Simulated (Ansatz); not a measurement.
**Al2HCl (triplet): wave-function methods side by side at a displaced geometry (v1), cc-pVDZ**

How much of the correlation energy of Al2HCl (triplet) does each wave-function method recover here?

Computed with Ansatz 0.2.0, Gaussian basis. Level: cc-pVDZ, core rule «outside noble gas», up to 15 orbitals frozen.

Plan: UHF; CCSD(T) on ROHF; CCSD(T) on UHF; BCCD(T) on ROHF; CISD; CCSDT(Q) on ROHF; CCSDT(Q) on UHF.

14 further runs of the same task are left out: 3 that didn't finish, 11 set aside as unsound or not needed.

## 1. The geometry

The geometry is a PBE0/def2-TZVP stationary point (not a proven minimum) with its atoms shifted at random (size 0.040 Å).

4 atoms, charge 0, spin multiplicity 3.

Atoms are counted from 1 here; the program's logs count them from 0.

Bond lengths: Al1–Al2 2.542 Å, Al2–Cl3 2.114 Å, Al2–H4 1.581 Å. Angles: Al1–Al2–Cl3 117.7°, Al1–Al2–H4 123.6°, Cl3–Al2–H4 118.7°.

Coordinates:

```xyz
4
Al2ClH
Al   -0.0176   -0.4067    2.2580
Al   -0.0184    0.8053    0.0232
Cl    0.0295   -0.3710   -1.7327
H    -0.0733    2.3791   -0.1194
```

## 2. UHF

Input file in.yaml:

```yaml
crystal:
  periodic: [false, false, false]
  atoms:
    - {symbol: Al, position_ang: [-0.017610, -0.406703, 2.257984]}
    - {symbol: Al, position_ang: [-0.018443, 0.805280, 0.023182]}
    - {symbol: Cl, position_ang: [0.029521, -0.370978, -1.732689]}
    - {symbol: H, position_ang: [-0.073256, 2.379149, -0.119407]}
basis:
  gaussian: {orbitals: cc-pVDZ}
magnetization: {spin_polarized: true, initial_magnetization: 2}
hamiltonian: {xc: hf}
output: {orbitals: {seedname: orbitals}}
```

The run is started by

```
> ansatz run in.yaml --threads 1 --pin off --events-out ev --progress --plain --max-ram 2393MiB
```

Further steps of the session: CCSD(T) on ROHF; CCSD(T) on UHF; BCCD(T) on ROHF; CISD; CCSDT(Q) on ROHF; CCSDT(Q) on UHF.

Before running them: what should the planned runs give, taken together? Wanted: UCCSDT(Q) below the RHF energy; RMP2 from UCCSDT(Q); UMP2 from UCCSDT(Q); RCCSD from UCCSDT(Q); RCCSD(T) from UCCSDT(Q); UCCSD(T) from UCCSDT(Q); RCCSDT(Q) from UCCSDT(Q); T1 diagnostic.

The runs gave:

| quantity | value |
| --- | --- |
| UCCSDT(Q) below the RHF energy | -7.3644 eV |
| RMP2 from UCCSDT(Q) | +120.9 kJ/mol |
| UMP2 from UCCSDT(Q) | +119.5 kJ/mol |
| RCCSD from UCCSDT(Q) | +23.7 kJ/mol |
| RCCSD(T) from UCCSDT(Q) | +5.3 kJ/mol |
| UCCSD(T) from UCCSDT(Q) | +5.2 kJ/mol |
| RCCSDT(Q) from UCCSDT(Q) | +0.1 kJ/mol |
| levels within 1 kcal/mol (43 meV) | RCCSDT, UCCSDT, RCCSDT(Q) |
| T1 diagnostic | 0.033 |

**Reading.** RCCSD(T) lands +5.3 kJ/mol from the yardstick (0.7 % of the correlation energy). These misses are within one basis, not against nature; the frozen cores of restricted and unrestricted runs differ, which can shift their rows.
